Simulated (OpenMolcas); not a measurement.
# H5NOSi (SMILES N[SiH2]O) at UHF/6-311++G(2d,2p) (RICD fitting, fitting threshold 1e-06, scramble 0.3)

Wanted: energy and gradient of H5NOSi. 

The calculation is run with OpenMolcas 26.06.

**1. Starting point**

H5NOSi: 8 atoms, total charge 0, spin state singlet. SMILES: `N[SiH2]O`. Geometry: a GFN2-xTB relaxation, a rough one for these elements and not checked as a minimum.

Bond lengths: N1–Si2 1.717 Å, Si2–O3 1.637 Å, N1–H4 1.007 Å, N1–H5 1.007 Å, Si2–H6 1.461 Å, Si2–H7 1.461 Å, O3–H8 0.952 Å. Angles: N1–Si2–O3 110.4°, N1–Si2–H6 106.7°, N1–Si2–H7 106.7°, O3–Si2–H6 109.7°, O3–Si2–H7 109.6°, Si2–N1–H4 118.2°, Si2–N1–H5 118.2°, Si2–O3–H8 121.6°, H6–Si2–H7 113.7°, H4–N1–H5 109.2°.

**2. Energy and forces at UHF/6-311++G(2d,2p) (RICD fitting, fitting threshold 1e-06, scramble 0.3)**

Contents of mol.inp:

```
* H5NOSi Hartree-Fock
&GATEWAY
BASLIB = $CurrDir
COORD
8
angstrom
N       -0.842420       0.740220      -0.764180
Si       0.472990       0.124020       0.150980
O        0.110280      -1.357500       0.745430
H       -1.079680       0.277190      -1.626710
H       -1.688450       0.985350      -0.275800
H        0.690110       1.056290       1.254080
H        1.608210       0.021470      -0.762180
H        0.728970      -1.847050       1.278380
BASIS = 6-311ppG2d2p
GROUP = NoSym
RICD
CDTHRESHOLD = 1e-06
&SEWARD
&SCF
UHF
ITERATIONS = 96
SCRAMBLE = 0.3
NODAMP
PRORBITALS = 1
&ALASKA
```

The basis set 6-311++G(2d,2p) is read from a file made from the Basis Set Exchange's data (not shown).

On the command line:

```sh
$ export MOLCAS_MEM=1860
$ pymolcas mol.inp > mol.log
```

Log:

```text
--- Start Module: gateway ---

                                              &GATEWAY

                       available to each process: 1.9 GB of memory, 1 thread

 Basis Set     1 Label: N.6-311PPG2D2P
 Basis set is read from library:.
 basistype.tbl is not found

 Basis Set     2 Label: SI.6-311PPG2D2P
 Basis set is read from library:.
 basistype.tbl is not found

 Basis Set     3 Label: O.6-311PPG2D2P
 Basis set is read from library:.
 basistype.tbl is not found

 Basis Set     4 Label: H.6-311PPG2D2P
 Basis set is read from library:.
 basistype.tbl is not found

++    Symmetry information:
      ---------------------

                    Character Table for C1

                             E
                    a        1  x, y, xy, Rz, z, xz, Ry, yz, Rx, I
--

++    Basis set information:
      ----------------------

      Basis set label: N.6-311PPG2D2P.........

      Electronic valence basis set:
      ------------------
      Associated Effective Charge   7.000000 au
      Associated Actual Charge      7.000000 au
      Nuclear Model: Point charge

      Shell  nPrim  nBasis  Cartesian Spherical Contaminant
         s      12       5        X
         p       6       4        X
         d       2       2                 X

      Basis set label: SI.6-311PPG2D2P.........

      Electronic valence basis set:
      ------------------
      Associated Effective Charge  14.000000 au
      Associated Actual Charge     14.000000 au
      Nuclear Model: Point charge

      Shell  nPrim  nBasis  Cartesian Spherical Contaminant
         s      13       7        X
         p      10       6        X
         d       2       2                 X

      Basis set label: O.6-311PPG2D2P.........

      Electronic valence basis set:
      ------------------
      Associated Effective Charge   8.000000 au
      Associated Actual Charge      8.000000 au
      Nuclear Model: Point charge

[... 131 lines left out ...]
      Nuclear repulsion energy =  120.43678621
[... 46 lines left out ...]
++ Convergence information
                               UHF SCF        iterations: Energy and convergence statistics
[... 17 lines left out ...]
       Convergence after  13 Iterations
[... 3 lines left out ...]
 *                                             SCF/KS-DFT Program, Final results                                             *
 *                                                       Final Results                                                       *
[... 143 lines left out ...]
      Dipole Moment (debye):
[... 20 lines left out ...]
                     Threshold for contributions to the gradient: 1.000E-07

                    ********************************************
                    * Symmetry Adapted Cartesian Displacements *
                    ********************************************

           Irreducible representation : a
           Basis function(s) of irrep: x, y, xy, Rz, z, xz, Ry, yz, Rx, I

 Basis Label        Type   Center Phase
   1   N1           x         1     1
   2   N1           y         1     1
   3   N1           z         1     1
   4   SI2          x         2     1
   5   SI2          y         2     1
   6   SI2          z         2     1
   7   O3           x         3     1
   8   O3           y         3     1
   9   O3           z         3     1
  10   H4           x         4     1
  11   H4           y         4     1
  12   H4           z         4     1
  13   H5           x         5     1
  14   H5           y         5     1
  15   H5           z         5     1
  16   H6           x         6     1
  17   H6           y         6     1
  18   H6           z         6     1
  19   H7           x         7     1
  20   H7           y         7     1
  21   H7           z         7     1
  22   H8           x         8     1
  23   H8           y         8     1
  24   H8           z         8     1

                     No automatic utilization of translational and rotational invariance of the energy is employed.

 RI-ERI gradients!

 **************************************************
 *              Molecular gradients               *
 **************************************************

  Irreducible representation: a
 ------------------------------------------------------------------------------------------
                              X                       Y                       Z
 ------------------------------------------------------------------------------------------
  N1                8.22971138624329E-03    5.43071502377668E-03    9.19124613758093E-04
  SI2               1.50757344577244E-02   -6.83450145055886E-05    6.94921116950853E-03
  O3               -1.12877551960326E-02    9.79107867766338E-03   -1.01979616343932E-02
[... 4 lines of this table left out ...]
  H8                1.00273005492391E-02   -9.69378071504945E-03    9.56063687379283E-03
 ------------------------------------------------------------------------------------------

--- Stop Module: alaska /rc=_RC_ALL_IS_WELL_ ---
--- Module alaska spent 2 seconds ---

.##################.
.# Happy landing! #.
.##################.

    Timing: Wall=12.80 User=11.83 System=0.95
```

Wall time 13 s (1 thread of Arm Neoverse V1, shared host); peak memory 0.25 GiB.

**3. Outcome**

At UHF/6-311++G(2d,2p) (RICD fitting, fitting threshold 1e-06, scramble 0.3):

```
                quantity          value
            total energy  -421.29137 Eh
           dipole moment         0.85 D
             HOMO energy      -11.41 eV
             LUMO energy        1.25 eV
           HOMO–LUMO gap       12.66 eV
largest force on an atom     0.930 eV/Å
```

Mulliken charges run from -0.83 on O3 to +1.54 on Si2; in a basis this large or diffuse they mean little. The largest force is 0.93 eV/Å: the shape isn't a stationary point for this species at this level.
